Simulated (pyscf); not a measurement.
F–Sb(F)–F + silicon tetrachloride (Cl–Si(Cl)(Cl)–Cl) → F–Sb(F)–Cl + F–Si(Cl)(Cl)–Cl (four-centre exchange; singlet surface; F–Sb, Cl–Si broken, Cl–Sb, F–Si formed). Single points on ωB97X-D3(BJ)/def2-SVP structures (PySCF, gas phase). Energies in eV from the separated reactants.

```
level                   barrier  reaction energy
----------------------  -------  ---------------
ωB97X-D3(BJ)/def2-TZVP     0.70            -0.59
r²SCAN/def2-TZVP           0.82            -0.62
B3LYP-D3(BJ)/def2-TZVP      [?]            -0.61
M06-2X/def2-TZVP           0.83            -0.63
ωB97M-D3(BJ)/def2-TZVP     0.89            -0.58
HF/def2-TZVP                [?]              [?]
```

**Question.** What belongs in the gaps?

**Answer.** 
- B3LYP-D3(BJ)/def2-TZVP, barrier: 0.81
- HF/def2-TZVP, barrier: 1.69
- HF/def2-TZVP, reaction energy: -0.76

The functionals in the table span 0.20 eV in this barrier, from ωB97X-D3(BJ) to ωB97M-D3(BJ)/def2-TZVP. On the reactant side the descent ends in a complex, 0.21 eV under the separated species and 0.90 eV under the saddle at ωB97X-D3(BJ)/def2-TZVP. On the product side the descent ends in a complex, 0.20 eV under the separated species and 1.48 eV under the saddle at ωB97X-D3(BJ)/def2-TZVP. This is the saddle that the search found; another between the same sides may lie lower. Elements past Kr carry the def2 core potentials, without spin-orbit coupling.
